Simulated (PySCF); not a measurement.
# Calculated properties of lithium fluoride (`[Li][F]`)

Lithium fluoride, LiF.
Z-matrix (Å and degrees, PBE0-D3(BJ)/def2-SVP geometry), rows numbered from 1:
```
Li
F   1  1.5329
```

From PBE0-D3(BJ)/def2-SVP geometry optimisation, gas phase (PySCF):

- Point group: C∞v
- Rotational constant B (linear): 41.973 GHz

**PBE0/pcSseg-1 ground state and GIAO shieldings, non-relativistic (PySCF)**

- Dipole moment: 5.81 D
- HOMO energy: -7.71 eV
- LUMO energy: -1.15 eV
- HOMO–LUMO gap: 6.56 eV
- Lowest Hirshfeld atomic charge: -0.60 e on F2
- Highest Hirshfeld atomic charge: +0.60 e on Li1
- Isotropic shieldings of nuclei other than C and H, by class: 88 (Li1), 306 (F2) ppm
- Mayer bond orders between heavy atoms: Li1–F2 0.63

B3LYP/pcJ-1 indirect spin-spin coupling, non-relativistic, gas phase (PySCF):

* Largest of the computed one-bond spin–spin couplings (means over like bonds): 19F–7Li +170.7 (F2–Li1) Hz

Monoisotopic mass from the formula: 26.0144 u.

B corresponds to 1.400 cm⁻¹ and a moment of inertia of 12.0 u Å² (most abundant isotopes). The dipole equals about 19.4 × 10⁻³⁰ C·m (1 D = 3.33564 × 10⁻³⁰ C·m). A dipole of 5.81 D is allowed in C∞v, and pure rotational transitions are dipole-allowed.

